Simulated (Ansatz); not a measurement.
## Rock-salt MgS

The numbers are results of PBE (Ansatz, a quantum-chemistry and plane-wave program, plane waves, PAW), not measurements.

Run with plane-wave cutoff 500 eV, 10×10×10 k mesh, gaussian smearing 0.02 eV, scalar-relativistic PAW data made under PBE.

Cell: relaxed at this level.

volume per atom: 17.88 Å³/atom
lattice constant a: 5.230 Å
band gap: 2.76 eV (on the SCF k mesh)

Measured, for comparison: equilibrium volume per atom 17.45 Å³/atom, lattice constant a 5.188 Å (corrected for zero-point motion; as tabulated in Goldzak et al. (2022), arXiv:2208.04865). Computed (rounded) less measured: equilibrium volume per atom +2.5 %, lattice constant a +0.8 %.
